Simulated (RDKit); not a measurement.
RDKit input (MMFF94):

```python
from rdkit import Chem
from rdkit.Chem import AllChem, rdDetermineBonds

mol = Chem.MolFromXYZFile('mol.xyz')
rdDetermineBonds.DetermineBonds(mol, charge=-1)
print('SMILES', Chem.MolToSmiles(Chem.RemoveHs(mol)))
ff = AllChem.MMFFGetMoleculeForceField(mol, AllChem.MMFFGetMoleculeProperties(mol))
e0 = ff.CalcEnergy()
flag = ff.Minimize(maxIts=5000, forceTol=1e-5)
print(f'energy {e0:.4f} -> {ff.CalcEnergy():.4f} kcal/mol, converged: {flag == 0}')
print(Chem.MolToXYZBlock(mol))
```
mol.xyz:
```
9

C      1.32387517    -0.33985083     0.00171701
C      0.13350059     0.54571857    -0.00149199
N     -1.30429584    -0.04547649    -0.00059978
H      1.36721107    -0.97230732     0.90415822
H      1.36821965    -0.97747849    -0.89702872
H      0.12900011     1.20414918    -0.88342468
H      0.12801455     1.20920228     0.87663992
H     -1.30375831    -0.68794311     0.79374403
H     -1.30287079    -0.69249357    -0.79124042
```

### Question
Which steric energies does it print, before and after the minimisation?

### Answer
-16.96 and -30.44 kcal/mol. They count from the force field's own zero for this bonding and are no heats of formation.
